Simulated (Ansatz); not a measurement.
**Bulk modulus of fcc Pb: levels of theory against measurement**

Reference value: 47 GPa (measured, corrected for temperature and zero-point phonon effects; as tabulated in Levämäki et al. (2014), arXiv:1402.3671).

```csv
level (code),value (GPa),cell (Å³/atom)
LDA (Ansatz),52.2,29.05
PBE (Ansatz),39.2,32.01
PBE+SOC (Ansatz),?,32.15
r²SCAN (Ansatz),43.7,31.13
PBE0 (Ansatz),43.5,31.24
```

Q: Some entries are withheld; supply them.

A: 
- PBE+SOC (Ansatz, an electronic-structure program), value (GPa): 37.4

Errors against the reference: LDA +11.1 %, PBE -16.6 %, PBE+SOC -20 %, r²SCAN -7.0 %, PBE0 -7.4 %.

Nearest, and too close to rank with a margin of 1.7 % (twice that across the reference) picked here for doubts on the reference and the settings: r²SCAN (-7.0 %), PBE0 (-7.4 %). PBE+SOC (-20 %) misses by most. Within 15 %: LDA, r²SCAN, PBE0. Of the first-principles levels, DFT without exact exchange (LDA, r²SCAN) would do here.

Density-functional levels without +SOC have no spin–orbit coupling. Each level is taken at its own relaxed cell. Cutoffs and k meshes differ between the levels. Ansatz's density-functional and Hartree–Fock values are scalar-relativistic unless marked +SOC, with PAW data made under PBE.

Differences are worked out from the printed values.
